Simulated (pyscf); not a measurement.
PySCF, gas phase, ωB97X-D3(BJ)/def2-SVP geometries.

Q: PBE/def2-TZVP puts the barrier of F–C(F)(F)–SiH₂–O–SiH₃ + H atom (H•) -> disiloxane (H₃Si–O–SiH₃) + trifluoromethyl (F–C•(F)–F) (substitution at Si; doublet surface; C–Si broken, H–Si formed) at 0.09 eV and the reaction energy at -0.38 eV, from the separated reactants. What do r²SCAN/def2-TZVP, M06-2X/def2-TZVP, ωB97M-D3(BJ)/def2-TZVP give on the same structures?

A: r²SCAN: ΔE‡ = 0.05 eV, ΔE = -0.46 eV; M06-2X: ΔE‡ = 0.49 eV, ΔE = -0.27 eV; ωB97M-D3(BJ): ΔE‡ = 0.48 eV, ΔE = -0.29 eV. PBE's barrier lies among them. Its reaction energy lies among theirs. Abstraction by the radical was not located in this set and often lies lower. F–C(F)(F)–SiH₂–O–SiH₃ lies 1.74 eV over its isomer F–CH(F)–SiH(F)–O–SiH₃ (electronic energy, ωB97M-D3(BJ)). This is the saddle that the search found; another between the same sides may lie lower. The angle at the attacked Si is 155°.
